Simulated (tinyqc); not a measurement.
Inside a calculation (part 3 of 3). Method: ROHF in the sto-3g basis, for NH3+, spin multiplicity 2. Computed by tinyqc, a small Python program that keeps every step (integrals from PySCF). Command: `OMP_NUM_THREADS=1 python tinyqc.py 29069 29070 out.jsonl` (the two numbers bound the seeds that draw the settings). One thread of a shared host (Intel(R) Xeon(R) Processor @ 2.60GHz), about 0.08 s of CPU time with the checks.

Geometry (angstrom):
```
atom          x          y         z
N      0.000000   0.000000  0.208000
H      1.253000   0.000000  0.000000
H     -0.626000   1.085000  0.000000
H     -0.626000  -1.085000  0.000000
```

## Iteration 2: diagonalisation and new density

effective F (hartree), order 1N 1s, 1N 2s, 1N 2px, 1N 2py, 1N 2pz, 2H 1s, 3H 1s, 4H 1s:
```
[[-16.549709, -4.149016, 0.000020, 0.000000, -0.001055, -0.571376, -0.571844, -0.571844],
 [-4.149016, -2.596064, 0.000101, 0.000000, 0.033823, -0.779664, -0.780196, -0.780196],
 [0.000020, 0.000101, -0.971137, 0.000000, -0.000080, -0.566342, 0.283249, 0.283249],
 [0.000000, 0.000000, 0.000000, -0.971372, 0.000000, 0.000000, -0.490811, 0.490811],
 [-0.001055, 0.033823, -0.000080, 0.000000, -0.622083, 0.109254, 0.109311, 0.109311],
 [-0.571376, -0.779664, -0.566342, 0.000000, 0.109254, -0.713015, -0.176974, -0.176974],
 [-0.571844, -0.780196, 0.283249, -0.490811, 0.109311, -0.176974, -0.713506, -0.176944],
 [-0.571844, -0.780196, 0.283249, 0.490811, 0.109311, -0.176974, -0.176944, -0.713506]]
```

X, order 1N 1s, 1N 2s, 1N 2px, 1N 2py, 1N 2pz, 2H 1s, 3H 1s, 4H 1s:
```
[[-0.383608, 0.000000, -0.000341, 0.737981, 0.583837, -0.000004, 0.000000, 0.190617],
 [1.135564, 0.000000, 0.000736, -0.067284, 0.123118, 0.000010, 0.000000, 0.487788],
 [-0.000676, 0.000000, 0.909341, 0.000076, 0.000030, 0.635655, 0.000000, -0.000040],
 [0.000000, 0.909591, 0.000000, 0.000000, 0.000000, 0.000000, 0.635557, 0.000000],
 [-0.157070, 0.000000, -0.000074, -0.644470, 0.753014, 0.000010, 0.000000, -0.068999],
 [-0.526341, 0.000000, -0.827750, -0.163314, -0.127998, 0.465847, 0.000000, 0.310800],
 [-0.527530, -0.716621, 0.413287, -0.163322, -0.128014, -0.232795, 0.403349, 0.310924],
 [-0.527530, 0.716621, 0.413287, -0.163322, -0.128014, -0.232795, -0.403349, 0.310924]]
```

Diagonalise F' = X^T F X, C = X C', fill 5 alpha and 4 beta electrons from the bottom; D(s) = C_occ C_occ^T. Each column has its largest component positive (the first on a tie).

F' = X^T F X (hartree):
```
[[-0.923360, 0.000000, -0.000904, 1.966807, 1.487098, 0.000028, 0.000000, 0.311527],
 [0.000000, -0.075062, 0.000000, 0.000000, 0.000000, 0.000000, -0.164418, 0.000000],
 [-0.000904, 0.000000, -0.075208, 0.002197, 0.001650, -0.164429, 0.000000, 0.000564],
 [1.966807, 0.000000, 0.002197, -8.521775, -6.753548, 0.000027, 0.000000, -3.725318],
 [1.487098, 0.000000, 0.001650, -6.753548, -6.410000, -0.000006, 0.000000, -3.238150],
 [0.000028, 0.000000, -0.164429, 0.000027, -0.000006, -1.069938, 0.000000, 0.000201],
 [0.000000, -0.164418, 0.000000, 0.000000, 0.000000, 0.000000, -1.070236, 0.000000],
 [0.311527, 0.000000, 0.000564, -3.725318, -3.238150, 0.000201, 0.000000, -3.232298]]
```

orbital energies (hartree): [-16.555019, -1.664099, -1.096697, -1.096413, -0.653200, -0.215116, -0.048732, -0.048601]

coefficients C, order 1N 1s, 1N 2s, 1N 2px, 1N 2py, 1N 2pz, 2H 1s, 3H 1s, 4H 1s:
```
[[0.994923, -0.246075, 0.000000, -0.000075, -0.048376, -0.127302, -0.000069, 0.000000],
 [0.022366, 0.945761, 0.000000, 0.000357, 0.264221, 0.763119, 0.000468, 0.000000],
 [-0.000002, -0.000158, 0.000000, 0.772127, -0.000070, 0.000199, -0.796730, 0.000000],
 [0.000000, 0.000000, 0.772009, 0.000000, 0.000000, 0.000000, 0.000000, 0.797050],
 [-0.000554, -0.034179, 0.000000, 0.000128, 0.930933, -0.379473, -0.000073, 0.000000],
 [-0.003713, 0.069929, 0.000000, 0.328272, -0.174182, -0.618551, 0.890651, 0.000000],
 [-0.003715, 0.070081, 0.284359, -0.164202, -0.174014, -0.618252, -0.445667, -0.771606],
 [-0.003715, 0.070081, -0.284359, -0.164202, -0.174014, -0.618252, -0.445667, 0.771606]]
```

D(alpha) after iteration 2, order 1N 1s, 1N 2s, 1N 2px, 1N 2py, 1N 2pz, 2H 1s, 3H 1s, 4H 1s:
```
[[1.052765, -0.223258, -0.000018, 0.000000, -0.037176, -0.012500, -0.012511, -0.012511],
 [-0.223258, 0.964776, 0.000108, 0.000000, 0.213634, 0.020148, 0.020160, 0.020160],
 [-0.000018, 0.000108, 0.596180, 0.000000, 0.000039, 0.253469, -0.126783, -0.126783],
 [0.000000, 0.000000, 0.000000, 0.595998, 0.000000, 0.000000, 0.219528, -0.219528],
 [-0.037176, 0.213634, 0.000039, 0.000000, 0.867805, -0.164498, -0.164410, -0.164410],
 [-0.012500, 0.020148, 0.253469, 0.000000, -0.164498, 0.143006, -0.018678, -0.018678],
 [-0.012511, 0.020160, -0.126783, 0.219528, -0.164410, -0.018678, 0.143028, -0.018692],
 [-0.012511, 0.020160, -0.126783, -0.219528, -0.164410, -0.018678, -0.018692, 0.143028]]
```

D(beta) after iteration 2, order 1N 1s, 1N 2s, 1N 2px, 1N 2py, 1N 2pz, 2H 1s, 3H 1s, 4H 1s:
```
[[1.050425, -0.210476, -0.000021, 0.000000, 0.007859, -0.020926, -0.020930, -0.020930],
 [-0.210476, 0.894964, 0.000126, 0.000000, -0.032338, 0.066170, 0.066138, 0.066138],
 [-0.000021, 0.000126, 0.596180, 0.000000, 0.000104, 0.253457, -0.126795, -0.126795],
 [0.000000, 0.000000, 0.000000, 0.595998, 0.000000, 0.000000, 0.219528, -0.219528],
 [0.007859, -0.032338, 0.000104, 0.000000, 0.001169, -0.002346, -0.002414, -0.002414],
 [-0.020926, 0.066170, 0.253457, 0.000000, -0.002346, 0.112666, -0.048988, -0.048988],
 [-0.020930, 0.066138, -0.126795, 0.219528, -0.002414, -0.048988, 0.112748, -0.048973],
 [-0.020930, 0.066138, -0.126795, -0.219528, -0.002414, -0.048988, -0.048973, 0.112748]]
```

## Iteration 11 (converged): orbitals

converged F (hartree), order 1N 1s, 1N 2s, 1N 2px, 1N 2py, 1N 2pz, 2H 1s, 3H 1s, 4H 1s:
```
[[-15.821031, -4.004829, 0.000002, 0.000000, 0.005535, -0.553716, -0.554168, -0.554168],
 [-4.004829, -2.252952, 0.000026, 0.000000, 0.071561, -0.716636, -0.717031, -0.717031],
 [0.000002, 0.000026, -0.674433, 0.000000, -0.000010, -0.513036, 0.256477, 0.256477],
 [0.000000, 0.000000, 0.000000, -0.674566, 0.000000, 0.000000, -0.444497, 0.444497],
 [0.005535, 0.071561, -0.000010, 0.000000, -0.474854, 0.091524, 0.091586, 0.091586],
 [-0.553716, -0.716636, -0.513036, 0.000000, 0.091524, -0.606030, -0.147369, -0.147369],
 [-0.554168, -0.717031, 0.256477, -0.444497, 0.091586, -0.147369, -0.606264, -0.147346],
 [-0.554168, -0.717031, 0.256477, 0.444497, 0.091586, -0.147369, -0.147346, -0.606264]]
```

As before.

F' = X^T F X (hartree):
```
[[-0.583722, 0.000000, -0.000775, 1.825242, 1.472463, -0.000028, 0.000000, 0.373637],
 [0.000000, 0.129492, 0.000000, 0.000000, 0.000000, 0.000000, -0.045926, 0.000000],
 [-0.000775, 0.000000, 0.129179, 0.002025, 0.001669, -0.045900, 0.000000, 0.000578],
 [1.825242, 0.000000, 0.002025, -8.086037, -6.509821, 0.000050, 0.000000, -3.614125],
 [1.472463, 0.000000, 0.001669, -6.509821, -6.034876, 0.000040, 0.000000, -3.114460],
 [-0.000028, 0.000000, -0.045900, 0.000050, 0.000040, -0.877430, 0.000000, 0.000063],
 [0.000000, -0.045926, 0.000000, 0.000000, 0.000000, 0.000000, -0.877591, 0.000000],
 [0.373637, 0.000000, 0.000578, -3.614125, -3.114460, 0.000063, 0.000000, -2.985152]]
```

orbital energies (hartree): [-15.827648, -1.368505, -0.879682, -0.879518, -0.474962, -0.018673, 0.131268, 0.131582]

coefficients C, order 1N 1s, 1N 2s, 1N 2px, 1N 2py, 1N 2pz, 2H 1s, 3H 1s, 4H 1s:
```
[[0.994244, -0.234469, 0.000000, -0.000016, -0.043252, -0.153634, 0.000096, 0.000000],
 [0.025207, 0.867445, 0.000000, 0.000094, 0.202467, 0.867778, -0.000610, 0.000000],
 [-0.000001, -0.000034, 0.000000, 0.676333, -0.000032, 0.000457, 0.879506, 0.000000],
 [0.000000, 0.000000, 0.676251, 0.000000, 0.000000, 0.000000, 0.000000, 0.879757],
 [-0.001114, -0.074312, 0.000000, 0.000018, 0.973896, -0.240431, 0.000168, 0.000000],
 [-0.004101, 0.126193, 0.000000, 0.427712, -0.073663, -0.629734, -0.847349, 0.000000],
 [-0.004104, 0.126276, 0.370353, -0.213794, -0.073680, -0.629292, 0.424165, -0.734217],
 [-0.004104, 0.126276, -0.370353, -0.213794, -0.073680, -0.629292, 0.424165, 0.734217]]
```

D(alpha) after iteration 11, order 1N 1s, 1N 2s, 1N 2px, 1N 2py, 1N 2pz, 2H 1s, 3H 1s, 4H 1s:
```
[[1.045367, -0.187084, -0.000002, 0.000000, -0.025806, -0.030486, -0.030497, -0.030497],
 [-0.187084, 0.794089, 0.000027, 0.000000, 0.132692, 0.094488, 0.094496, 0.094496],
 [-0.000002, 0.000027, 0.457427, 0.000000, -0.000016, 0.289274, -0.144598, -0.144598],
 [0.000000, 0.000000, 0.000000, 0.457316, 0.000000, 0.000000, 0.250452, -0.250452],
 [-0.025806, 0.132692, -0.000016, 0.000000, 0.953997, -0.081105, -0.081140, -0.081140],
 [-0.030486, 0.094488, 0.289274, 0.000000, -0.081105, 0.204305, -0.070063, -0.070063],
 [-0.030497, 0.094496, -0.144598, 0.250452, -0.081140, -0.070063, 0.204260, -0.070062],
 [-0.030497, 0.094496, -0.144598, -0.250452, -0.081140, -0.070063, -0.070062, 0.204260]]
```

D(beta) after iteration 11, order 1N 1s, 1N 2s, 1N 2px, 1N 2py, 1N 2pz, 2H 1s, 3H 1s, 4H 1s:
```
[[1.043497, -0.178327, -0.000004, 0.000000, 0.016317, -0.033672, -0.033684, -0.033684],
 [-0.178327, 0.753097, 0.000034, 0.000000, -0.064490, 0.109402, 0.109414, 0.109414],
 [-0.000004, 0.000034, 0.457427, 0.000000, 0.000015, 0.289271, -0.144600, -0.144600],
 [0.000000, 0.000000, 0.000000, 0.457316, 0.000000, 0.000000, 0.250452, -0.250452],
 [0.016317, -0.064490, 0.000015, 0.000000, 0.005524, -0.009365, -0.009383, -0.009383],
 [-0.033672, 0.109402, 0.289271, 0.000000, -0.009365, 0.198879, -0.075490, -0.075490],
 [-0.033684, 0.109414, -0.144600, 0.250452, -0.009383, -0.075490, 0.198832, -0.075491],
 [-0.033684, 0.109414, -0.144600, -0.250452, -0.009383, -0.075490, -0.075491, 0.198832]]
```

## Convergence

Stop when the energy changes by less than 1e-08 hartree and every element of the error matrix X^T (F D S - S D F) X is below 3e-05.

Course of the cycle:
```
iteration   E (hartree)     change  largest element of the error matrix
1          -53.41538080          -                             6.71e-01
2          -54.58379197  -1.17e+00                             4.88e-01
3          -55.02168947  -4.38e-01                             2.62e-01
4          -55.10772345  -8.60e-02                             5.53e-02
5          -55.11122048  -3.50e-03                             1.55e-02
6          -55.11146659  -2.46e-04                             3.56e-03
7          -55.11148524  -1.86e-05                             1.15e-03
8          -55.11148682  -1.58e-06                             3.01e-04
9          -55.11148697  -1.58e-07                             9.48e-05
10         -55.11148699  -1.88e-08                             3.45e-05
11         -55.11148699  -2.57e-09                             9.17e-06
```

PySCF ROHF in the same basis = -55.11148700 hartree

Converged in 11 iterations.

## Populations, bond orders and dipole

overlap S, order 1N 1s, 1N 2s, 1N 2px, 1N 2py, 1N 2pz, 2H 1s, 3H 1s, 4H 1s:
```
[[1.000000, 0.235038, 0.000000, 0.000000, 0.000000, 0.031882, 0.031908, 0.031908],
 [0.235038, 1.000000, 0.000000, 0.000000, 0.000000, 0.348044, 0.348226, 0.348226],
 [0.000000, 0.000000, 1.000000, 0.000000, 0.000000, 0.337458, -0.168710, -0.168710],
 [0.000000, 0.000000, 0.000000, 1.000000, 0.000000, 0.000000, 0.292413, -0.292413],
 [0.000000, 0.000000, 0.000000, 0.000000, 1.000000, -0.056019, -0.056057, -0.056057],
 [0.031882, 0.348044, 0.337458, 0.000000, -0.056019, 1.000000, 0.089639, 0.089639],
 [0.031908, 0.348226, -0.168710, 0.292413, -0.056057, 0.089639, 1.000000, 0.089602],
 [0.031908, 0.348226, -0.168710, -0.292413, -0.056057, 0.089639, 0.089602, 1.000000]]
```

Mulliken: Z minus the diagonal of D S on the atom; Loewdin: the same with S^(1/2) D S^(1/2); Mayer order: 2 sum_s sum (D(s) S)_ij (D(s) S)_ji over the two atoms.

Charges (e):
```
atom   Mulliken   Loewdin  Mulliken spin
1N    -0.061095  0.103614       0.984009
2H     0.353691  0.298820       0.005330
3H     0.353702  0.298783       0.005331
4H     0.353702  0.298783       0.005331
```

Mayer bond orders:
```
pair     order
2-1   0.832156
3-1   0.832125
3-2   0.021359
4-1   0.832125
4-2   0.021359
4-3   0.021382
```

dipole moment about the origin, x y z (debye): [0.001705, 0.000000, -0.036535]
